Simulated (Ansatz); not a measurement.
# The cluster B4H2− (doublet): a spread of methods and bases

How do the results and run time of the cluster B4H2− (doublet) respond when the settings are drawn wide?

Program: Ansatz 0.2.0, Gaussian basis. Level of theory: the settings change from run to run. These are calculated values, not measurements.

1 further run of the same task is left out (it didn't finish).

### 1 The relaxed structure

The structure was relaxed beforehand with PBE0-D4 in a triple-zeta def2 set.

6 atoms, charge -1, spin multiplicity 2.

Atoms are counted from 1 here; the program's logs count them from 0.

Bond lengths: B1–B2 1.601 Å, B1–B4 1.601 Å, B1–H5 1.195 Å, B2–B3 1.601 Å, B2–B4 1.707 Å, B3–B4 1.601 Å, B3–H6 1.195 Å. Angles: B2–B1–B4 64.4°, B2–B1–H5 147.8°, B4–B1–H5 147.7°, B1–B2–B3 115.6°, B1–B2–B4 57.8°, B3–B2–B4 57.8°, B2–B3–B4 64.4°, B2–B3–H6 147.8°, B4–B3–H6 147.8°, B1–B4–B2 57.8°, B1–B4–B3 115.5°, B2–B4–B3 57.8°.

### 2 wPBEh/def2-TZVPD

File in.yaml:

```yaml
crystal:
  periodic: [false, false, false]
  atoms:
    - {symbol: B, position_ang: [0.899468, 0.137023, 1.003007]}
    - {symbol: B, position_ang: [0.491862, -0.598232, -0.359068]}
    - {symbol: B, position_ang: [-0.899197, -0.137420, -1.003196]}
    - {symbol: B, position_ang: [-0.491715, 0.598079, 0.358957]}
    - {symbol: H, position_ang: [1.693103, 0.259337, 1.888548]}
    - {symbol: H, position_ang: [-1.693521, -0.258788, -1.888248]}
basis:
  gaussian: {orbitals: def2-TZVPD}
total_charge: -1
magnetization: {spin_polarized: true, initial_magnetization: 1}
hamiltonian: {xc: {name: wPBEh}}
scf: {omitted_lower_state_checks: [starts]}
output: {forces: true}
```

On the command line:

```sh
> ansatz run in.yaml --threads 4 --pin off --events-out ev --progress --plain --max-ram 3916MiB
```

Output, cut to the lines that bear on the results:

```text
Functional definition: wPBEh
  name "wPBEh"
  cite "Heyd, Scuseria & Ernzerhof, J. Chem. Phys. 118, 8207 (2003) doi:10.1063/1.1564060"
  cite "Krukau, Vydrov, Izmaylov & Scuseria, J. Chem. Phys. 125, 224106 (2006) doi:10.1063/1.2404663"
  cite "Heyd & Scuseria, J. Chem. Phys. 120, 7274 (2004) doi:10.1063/1.1668634"
  cite "Ernzerhof & Perdew, J. Chem. Phys. 109, 3313 (1998) doi:10.1063/1.476928"
  cite "Perdew, Burke & Ernzerhof, Phys. Rev. Lett. 77, 3865 (1996) doi:10.1103/PhysRevLett.77.3865"
  parent pbe
[...]
762 factors; their error is unknown
120 factors; integrals over basis functions are off by at most 5.2e-7 eV
[...]
mean field -2732.55813481 eV, -100.4196592600 hartree, gradient 8.4e-5 eV, S^2 0.770385; 0 other end points of the search recorded, 0 dependent functions left out
[...]
reference -2732.55818884 eV, -100.4196612454 hartree; 12, 11 occupied and 154, 155 virtual orbitals, 762 factors
Total energy: -2732.55818884 eV, -100.4196612454 hartree
Atom 0 at     0.899468     0.137023     1.003007 Å, force     0.001167     0.004129     0.002172 eV/Å
Atom 1 at     0.491862    -0.598232    -0.359068 Å, force    -0.009688     0.011151     0.006545 eV/Å
Atom 2 at    -0.899197    -0.137420    -1.003196 Å, force    -0.003420    -0.000680    -0.000581 eV/Å
Atom 3 at    -0.491715     0.598079     0.358957 Å, force     0.010750    -0.012896    -0.007283 eV/Å
Atom 4 at     1.693103     0.259337     1.888548 Å, force    -0.005646    -0.002781    -0.006602 eV/Å
Atom 5 at    -1.693521    -0.258788    -1.888248 Å, force     0.006838     0.001077     0.005748 eV/Å
Dipole moment:    -0.000049     0.000054     0.000043 e Å
Checks for a lower state left out: starts
```

Run time: 2.4 s. Hardware: 4 threads of Arm Neoverse V2, shared host.

Largest force 0.018 eV/Å, ⟨S²⟩ 0.770.

### 3 revPBE0/STO-3G

Options: D3(BJ) dispersion.

in.yaml, as its differences from that of step 2:

```diff
@@ -10,6 +10,6 @@
 basis:
-  gaussian: {orbitals: def2-TZVPD}
+  gaussian: {orbitals: STO-3G}
 total_charge: -1
 magnetization: {spin_polarized: true, initial_magnetization: 1}
-hamiltonian: {xc: {name: wPBEh}}
+hamiltonian: {xc: {name: revPBE0}, dispersion: d3bj}
 scf: {omitted_lower_state_checks: [starts]}
```

Same command.

Output, cut to the lines that bear on the results:

```text
Functional definition: revPBE0
  name "revPBE0"
  cite "Zhang & Yang, Phys. Rev. Lett. 80, 890 (1998) doi:10.1103/PhysRevLett.80.890"
  cite "Adamo & Barone, J. Chem. Phys. 110, 6158 (1999) doi:10.1063/1.478522"
  cite "Perdew, Burke & Ernzerhof, Phys. Rev. Lett. 77, 3865 (1996) doi:10.1103/PhysRevLett.77.3865"
[...]
286 factors; integrals over basis functions are off by at most 1.6e-4 eV
[...]
mean field -2696.39952200 eV, -99.0908547482 hartree, gradient 2.6e-5 eV, S^2 0.778720; 0 other end points of the search recorded, 0 dependent functions left out
[...]
reference -2696.39953883 eV, -99.0908553668 hartree; 12, 11 occupied and 10, 11 virtual orbitals, 286 factors
Total energy: -2696.60840928 eV, -99.0985312144 hartree
Atom 0 at     0.899468     0.137023     1.003007 Å, force    -1.136069    -0.167688    -1.266027 eV/Å
Atom 1 at     0.491862    -0.598232    -0.359068 Å, force    -0.467128     0.567456     0.340543 eV/Å
Atom 2 at    -0.899197    -0.137420    -1.003196 Å, force     1.133180     0.172231     1.268037 eV/Å
Atom 3 at    -0.491715     0.598079     0.358957 Å, force     0.467868    -0.569014    -0.341004 eV/Å
Atom 4 at     1.693103     0.259337     1.888548 Å, force    -0.530379    -0.084371    -0.592519 eV/Å
Atom 5 at    -1.693521    -0.258788    -1.888248 Å, force     0.532528     0.081386     0.590969 eV/Å
Dipole moment:    -0.000008    -0.000005     0.000007 e Å
Checks for a lower state left out: starts
```

Wall time 0.3 s (4 threads of Arm Neoverse V2, shared host).

Largest force 1.709 eV/Å, ⟨S²⟩ 0.779.

### 4 rPW86-PBE/def2-mTZVPP

This run has charge -2, multiplicity 1, coordinates scaled by 0.92.

File in.yaml:

```yaml
crystal:
  periodic: [false, false, false]
  atoms:
    - {symbol: B, position_ang: [0.827510, 0.126061, 0.922766]}
    - {symbol: B, position_ang: [0.452513, -0.550373, -0.330343]}
    - {symbol: B, position_ang: [-0.827261, -0.126426, -0.922940]}
    - {symbol: B, position_ang: [-0.452378, 0.550232, 0.330240]}
    - {symbol: H, position_ang: [1.557655, 0.238590, 1.737464]}
    - {symbol: H, position_ang: [-1.558040, -0.238085, -1.737188]}
basis:
  gaussian: {orbitals: def2-mTZVPP}
total_charge: -2
hamiltonian: {xc: {name: rPW86-PBE}}
```

Launched as before.

Output:

```text
Functional definition: rPW86-PBE
  name "rPW86-PBE"
  cite "Murray, Lee & Langreth, J. Chem. Theory Comput. 5, 2754 (2009) doi:10.1021/ct900365q"
  cite "Perdew, Burke & Ernzerhof, Phys. Rev. Lett. 77, 3865 (1996) doi:10.1103/PhysRevLett.77.3865"
  parent pbe
  exchange = rpw86_x
  correlation = pbe_c
812 factors; their error is unknown
mean field evaluation 1: about -2733.6893 eV, gradient 3.5e1 eV
mean field evaluation 2: about -2708.8348 eV, gradient 8.7e1 eV
mean field evaluation 4: about -2738.0041 eV, gradient 2.0e0 eV
mean field evaluation 8: about -2738.0174 eV, gradient 1.7e-2 eV
mean field evaluation 16: about -2738.0053 eV, gradient 1.1e-5 eV
mean field -2738.00528526 eV, -100.6198383466 hartree, gradient 1.1e-5 eV, S^2 0.000000; 1 other end points of the search recorded, 0 dependent functions left out
reference -2738.00537543 eV, -100.6198416602 hartree; 12, 12 occupied and 74, 74 virtual orbitals, 812 factors
Total energy: -2738.00537543 eV, -100.6198416602 hartree
```

Wall time 1 s (4 threads of Arm Neoverse V2, shared host).

### 5 wB97/def2-SVPD

This run has atoms shaken by 0.15 Å, high accuracy.

File in.yaml:

```yaml
crystal:
  periodic: [false, false, false]
  atoms:
    - {symbol: B, position_ang: [0.676122, 0.133461, 0.947300]}
    - {symbol: B, position_ang: [0.612936, -0.555982, -0.451589]}
    - {symbol: B, position_ang: [-0.943083, -0.230281, -1.104457]}
    - {symbol: B, position_ang: [-0.631662, 0.720861, -0.042630]}
    - {symbol: H, position_ang: [1.784385, 0.410098, 1.701778]}
    - {symbol: H, position_ang: [-1.696983, -0.186905, -1.807121]}
basis:
  gaussian: {orbitals: def2-SVPD}
total_charge: -1
magnetization: {spin_polarized: true, initial_magnetization: 1}
hamiltonian: {xc: {name: wB97}}
accuracy: high
scf: {omitted_lower_state_checks: [starts]}
```

Launched as before.

Output, cut to the lines that bear on the results:

```text
Functional definition: wB97
  name "wB97"
  cite "Chai & Head-Gordon, J. Chem. Phys. 128, 084106 (2008) doi:10.1063/1.2834918"
  cite "Becke, J. Chem. Phys. 107, 8554 (1997) doi:10.1063/1.475007"
[...]
  # The coefficients of nought are those of the uniform gas.
[...]
      + integral(e_c_pw_opposite_spin*poly(b97_u_opposite, 1, cos1, cos2, cos3, cos4))
[...]
1943 factors; integrals over basis functions are off by at most 2.8e-9 eV
666 factors; integrals over basis functions are off by at most 2.0e-9 eV
[...]
mean field -2730.23789012 eV, -100.3343918402 hartree, gradient 6.5e-8 eV, S^2 0.780551; 0 other end points of the search recorded, 0 dependent functions left out
reference -2730.23788915 eV, -100.3343918045 hartree; 12, 11 occupied and 84, 85 virtual orbitals, 1943 factors
Total energy: -2730.23788915 eV, -100.3343918045 hartree
Checks for a lower state left out: starts
```

It took 11 s on 4 threads of Arm Neoverse V2, shared host; peak memory 0.65 GiB.

⟨S²⟩ 0.781.

### 6 The runs in one table

```
                level  charge  multiplicity  geometry  functions  energy (eV)   time
     wPBEh/def2-TZVPD      -1             2   relaxed        166    -2732.558  2.4 s
       revPBE0/STO-3G      -1             2   relaxed         22    -2696.608  0.3 s
rPW86-PBE/def2-mTZVPP      -2             1    scaled         86    -2738.005    1 s
       wB97/def2-SVPD      -1             2    shaken         96    -2730.238   11 s
```

### 7 What came out

| quantity | value |
| --- | --- |
| runs | 4 |
| quickest | revPBE0/STO-3G, 0.3 s |
| slowest | wB97/def2-SVPD, 11 s |
| spread of total energies, same state and geometry | 35.9 eV |

In words: Run time spans a factor of 35, from revPBE0/STO-3G to wB97/def2-SVPD. The jobs differ in tasks and options as well as level. Total energies at one charge and spin differ by 36 eV between levels, so only differences within one level mean anything. At the PBE0-D4/def2-TZVPD geometry and in the same state, runs without warnings or point charges leave forces up to 1.71 eV/Å (revPBE0/STO-3G).

A small anion of this charge may not be bound in the gas phase; the finite basis can hold electrons that would leave.
